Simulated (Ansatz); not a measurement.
Mulliken charges of BH$_{3}$NS (`N[B]S`) radical from B3LYP/def2-TZVPP in Ansatz (PBE0-D4/def2-TZVP geometry).

```json
{"atom": "N1", "x (Å)": "-0.621", "y (Å)": "0.083", "z (Å)": "-0.757", "charge (e)": "-0.239"}
{"atom": "B2", "x (Å)": "-0.538", "y (Å)": "-0.446", "z (Å)": "0.516", "charge (e)": "0.024"}
{"atom": "S3", "x (Å)": "0.781", "y (Å)": "-0.475", "z (Å)": "1.709", "charge (e)": "-0.174"}
{"atom": "H4", "x (Å)": "-1.454", "y (Å)": "0.016", "z (Å)": "-1.316", "charge (e)": "0.182"}
{"atom": "H5", "x (Å)": "0.136", "y (Å)": "0.569", "z (Å)": "-1.217", "charge (e)": "0.143"}
{"atom": "H6", "x (Å)": "1.739", "y (Å)": "0.189", "z (Å)": "1.018", "charge (e)": "0.064"}
```

Q: By hand: the dipole of these point charges (1 e Å = 4.8032 D).

A: Σ q r = (-0.134, 0.148, -0.452) e Å, of length 0.494 e Å = 2.37 D.

Q: How does the dipole of the full density compare? (Estimate.)

A: The calculation gave: (0.059, 0.254, -0.528) e Å, 2.83 D; the point charges give 0.84 times that, at 23° from its direction.

Point charges leave out the atoms' own dipoles, such as those of lone pairs, and Mulliken's split depends on the basis, so the two needn't agree.

B3LYP here is the variant with VWN-RPA as its local correlation; programs differ in this.
